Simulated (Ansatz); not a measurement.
This was printed by a script on the Ansatz DFT code, driven from Python, for a single point in a Gaussian basis of C5H10O, SMILES CCC(C)C=O. What did the script look like? Settings: PBE0-DH, def2-SVP basis, multiplicity 1.

```yaml
atoms:
  - { symbol: C, position_ang: [-1.8964, -0.4493, -0.5615] }
  - { symbol: C, position_ang: [-0.5852, -0.7680, 0.1455] }
  - { symbol: C, position_ang: [0.5382, 0.2031, -0.2343] }
  - { symbol: C, position_ang: [1.8763, -0.2650, 0.3295] }
  - { symbol: C, position_ang: [0.2488, 1.5828, 0.3157] }
  - { symbol: O, position_ang: [0.1405, 2.5800, -0.3915] }
  - { symbol: H, position_ang: [-2.6569, -1.1904, -0.2954] }
  - { symbol: H, position_ang: [-1.7703, -0.4693, -1.6487] }
  - { symbol: H, position_ang: [-2.2756, 0.5368, -0.2762] }
  - { symbol: H, position_ang: [-0.2907, -1.7906, -0.1197] }
  - { symbol: H, position_ang: [-0.7543, -0.7532, 1.2293] }
  - { symbol: H, position_ang: [0.6182, 0.2762, -1.3254] }
  - { symbol: H, position_ang: [2.1509, -1.2432, -0.0783] }
  - { symbol: H, position_ang: [2.6736, 0.4429, 0.0771] }
  - { symbol: H, position_ang: [1.8438, -0.3471, 1.4218] }
  - { symbol: H, position_ang: [0.1390, 1.6544, 1.4120] }
```

```console
$ python run_energy.py
crystal:
  periodic: [false, false, false]
  atoms:
    - { symbol: C, position_ang: [-1.8964, -0.4493, -0.5615] }
    - { symbol: C, position_ang: [-0.5852, -0.768, 0.1455] }
    - { symbol: C, position_ang: [0.5382, 0.2031, -0.2343] }
    - { symbol: C, position_ang: [1.8763, -0.265, 0.3295] }
    - { symbol: C, position_ang: [0.2488, 1.5828, 0.3157] }
    - { symbol: O, position_ang: [0.1405, 2.58, -0.3915] }
    - { symbol: H, position_ang: [-2.6569, -1.1904, -0.2954] }
    - { symbol: H, position_ang: [-1.7703, -0.4693, -1.6487] }
    - { symbol: H, position_ang: [-2.2756, 0.5368, -0.2762] }
    - { symbol: H, position_ang: [-0.2907, -1.7906, -0.1197] }
    - { symbol: H, position_ang: [-0.7543, -0.7532, 1.2293] }
    - { symbol: H, position_ang: [0.6182, 0.2762, -1.3254] }
    - { symbol: H, position_ang: [2.1509, -1.2432, -0.0783] }
    - { symbol: H, position_ang: [2.6736, 0.4429, 0.0771] }
    - { symbol: H, position_ang: [1.8438, -0.3471, 1.4218] }
    - { symbol: H, position_ang: [0.139, 1.6544, 1.412] }
basis:
  gaussian:
    orbitals: def2-SVP
hamiltonian:
  xc:
    name: PBE0-DH

E = -7380.569688 eV = -271.2309333 Ha
converged: True  doubts: none
```

One script that gives this output:

`run_energy.py`:
```python
'''Electronic structure of the C5H10O molecule.'''

import sys

import ansatz as az
from ase import Atoms


def main() -> None:
    atoms = Atoms(['C', 'C', 'C', 'C', 'C', 'O', 'H', 'H', 'H', 'H', 'H', 'H', 'H', 'H', 'H', 'H'], positions=[
        (-1.8964, -0.4493, -0.5615),
        (-0.5852, -0.768, 0.1455),
        (0.5382, 0.2031, -0.2343),
        (1.8763, -0.265, 0.3295),
        (0.2488, 1.5828, 0.3157),
        (0.1405, 2.58, -0.3915),
        (-2.6569, -1.1904, -0.2954),
        (-1.7703, -0.4693, -1.6487),
        (-2.2756, 0.5368, -0.2762),
        (-0.2907, -1.7906, -0.1197),
        (-0.7543, -0.7532, 1.2293),
        (0.6182, 0.2762, -1.3254),
        (2.1509, -1.2432, -0.0783),
        (2.6736, 0.4429, 0.0771),
        (1.8438, -0.3471, 1.4218),
        (0.139, 1.6544, 1.412),
    ])
    molecule = az.Crystal.molecule_from_ase(atoms)

    calc = molecule.calculation()
    calc = calc.basis(gaussian='def2-SVP')
    calc = calc.functional(az.LibraryFunctional('PBE0-DH'))
    print(calc.to_yaml())
    try:
        r = calc.run(threads=1, pin='off').report
    except az.AnsatzError as error:
        sys.exit(f'{type(error).__name__}: {error}')

    print(f'E = {r["free_energy_ev"]:.6f} eV = {r["free_energy_ev"] / 27.211386246:.7f} Ha')
    print('converged:', r['converged'], ' doubts:', r['published_state_doubts'] or 'none')


if __name__ == '__main__':
    main()
```

These settings explore the input space; basis and method may be short of convergence. The geometry is a force-field or estimated start, not a minimum of this method, and the basis set is short of its limit. For a double hybrid the total adds scaled second-order correlation to the self-consistent reference. Wall time of the script: 11 s on 1 thread of Arm Neoverse V1, on a shared host, peak memory 0.36 GiB.

(Lines on the test bed's own set-up are left out of the output.)
